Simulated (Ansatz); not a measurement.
Stepwise reaction of `N[Si]N` with hydrogen fluoride, as a gas-phase model of exchange steps in deposition or etching. ΔE in kJ/mol; ΔG adds harmonic PBE0-D4 terms to CCSD(T)/CBS, at 1 bar.

Program: Ansatz. Geometries: PBE0-D4/def2-TZVP. ΔE: electronic, gas phase. CBS: MP2 limit from def2 TZ/QZ plus the TZ coupled-cluster correction, frozen cores. This one scheme is used for every species. Functionals use def2-TZVPP. B3LYP here is the variant with VWN-RPA as its local correlation; programs differ in this. One conformer a species, not always the lowest.

| step | reaction | PBE-D4 | B3LYP-D4 | ωB97M-V | CCSD(T)/CBS | ΔG(400 K) |
| --- | --- | --- | --- | --- | --- | --- |
| 1 | `N[Si]N` + H–F → `N[Si]F` + NH₃ | -78.1 | -83.8 | -84.9 | -78.7 | -81.2 |
| 2 | `N[Si]F` + H–F → `F[Si]F` + NH₃ | -68.6 | -73.9 | -76.1 | -70.6 | -70.0 |

By hand: ΔE of the 2 steps together at CCSD(T)/CBS.

(-78.7) + (-70.6) = -149.3 kJ/mol, or -74.7 kJ/mol a step.

In ΔE each step is higher than the one before. All are downhill at CCSD(T)/CBS. ΔG lies between -81.2 and -70.0 kJ/mol a step. PBE-D4 differs from CCSD(T)/CBS by 0.6 to 2.0 kJ/mol a step. Isolated molecules leave out the surface, adducts and barriers. Largest T1 diagnostic: 0.015.
